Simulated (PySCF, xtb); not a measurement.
dimethyl sulfide (C2H6S), SMILES CSC.

xtb with GFN2-xTB at its own geometry gives an orbital gap of 4.28 eV and a dipole moment of 2.46 D.

Geometry: TPSSh-D3(BJ)/def2-TZVP.

Task: What does M06-2X/def2-TZVPD in PySCF give? (Estimate from the structure and the level; the computed values follow.)

Result: gap 8.00 eV (levels -7.48 and 0.52 eV), dipole 1.61 D.
